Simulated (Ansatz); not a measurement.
**C₄H₈ (singlet): from Hartree-Fock to the top rungs, STO-3G**

The task here is to estimate one member of a computed series from the others.

Method: STO-3G, core rule «outside noble gas», up to 4 orbitals frozen; program: Ansatz 0.2.0, Gaussian basis.

To be run: UHF; CCSD(T) on RHF; BCCD(T) on RHF; CISD; CCSDT(Q) on RHF; CISDTQ; CCSDTQ on RHF; CASSCF and MRCISD+Q, 8 electrons in 8 orbitals; CASSCF and NEVPT2, 8 electrons in 8 orbitals.

21 further runs of the same task are left out: 2 that didn't finish, 19 set aside as unsound or not needed.

## The geometry

The geometry is an MP2(full)/6-31G* stationary point (not a proven minimum).

12 atoms, charge 0, spin multiplicity 1.

Atoms are counted from 1 here; the program's logs count them from 0.

Bond lengths: C1–C3 1.543 Å, C1–C4 1.543 Å, C1–H5 1.094 Å, C1–H6 1.094 Å, C2–C3 1.543 Å, C2–C4 1.543 Å, C2–H7 1.094 Å, C2–H8 1.094 Å, C3–H9 1.094 Å, C3–H10 1.094 Å, C4–H11 1.094 Å, C4–H12 1.094 Å. Angles: C3–C1–C4 87.9°, C3–C1–H5 118.5°, C3–C1–H6 111.0°, C4–C1–H5 118.5°, C4–C1–H6 111.0°, H5–C1–H6 108.8°, C3–C2–C4 87.9°, C3–C2–H7 118.5°, C3–C2–H8 111.0°, C4–C2–H7 118.5°, C4–C2–H8 111.0°, H7–C2–H8 108.8°, C1–C3–C2 87.9°, C1–C3–H9 118.5°, C1–C3–H10 111.0°, C2–C3–H9 118.5°, C2–C3–H10 111.0°, H9–C3–H10 108.8° and more.

The first run:

Contents of in.yaml:

```yaml
crystal:
  periodic: [false, false, false]
  atoms:
    - {symbol: C, position_ang: [0.000000, 1.071142, 0.147626]}
    - {symbol: C, position_ang: [0.000000, -1.071142, 0.147626]}
    - {symbol: C, position_ang: [-1.071142, 0.000000, -0.147626]}
    - {symbol: C, position_ang: [1.071142, 0.000000, -0.147626]}
    - {symbol: H, position_ang: [0.000000, 1.986858, -0.450077]}
    - {symbol: H, position_ang: [0.000000, 1.342921, 1.207520]}
    - {symbol: H, position_ang: [0.000000, -1.986858, -0.450077]}
    - {symbol: H, position_ang: [0.000000, -1.342921, 1.207520]}
    - {symbol: H, position_ang: [-1.986858, 0.000000, 0.450077]}
    - {symbol: H, position_ang: [-1.342921, 0.000000, -1.207520]}
    - {symbol: H, position_ang: [1.986858, 0.000000, 0.450077]}
    - {symbol: H, position_ang: [1.342921, 0.000000, -1.207520]}
basis:
  gaussian: {orbitals: STO-3G}
magnetization: {spin_polarized: true, initial_magnetization: 0}
hamiltonian: {xc: hf}
output: {orbitals: {seedname: orbitals}}
```

Command:

```
ansatz run in.yaml --threads 1 --pin off --events-out ev --progress --plain --max-ram 4160MiB --backend cpu
```

Steps of the session up to this table: UHF; CCSD(T) on RHF; BCCD(T) on RHF; CISD; CCSDT(Q) on RHF; CISDTQ; CCSDTQ on RHF; CASSCF and MRCISD+Q, 8 electrons in 8 orbitals; CASSCF and NEVPT2, 8 electrons in 8 orbitals.

One table of the session follows, with a row left open; its other results are not shown here.

```
           method  from RCCSDTQ (kcal/mol)
              RHF                  +173.33
             RMP2                   +43.41
             CISD                   +19.61
            RCCSD                        ?
         RCCSD(T)                    +0.47
          BCCD(T)                    +0.47
           RCCSDT                    +0.22
           CISDTQ                    +1.38
        RCCSDT(Q)                    +0.03
          RCCSDTQ                        0
  CASSCF frontier                  +123.17
  NEVPT2 frontier                   +33.31
  MRCISD frontier                   +10.32
MRCISD+Q frontier                    +0.16
```

**Question.** Estimate the row for RCCSD.

As computed: from RCCSDTQ (kcal/mol): +1.58. In the column «from RCCSDTQ (kcal/mol)» it lies between CISDTQ (+1.38) and MRCISD frontier (+10.32).
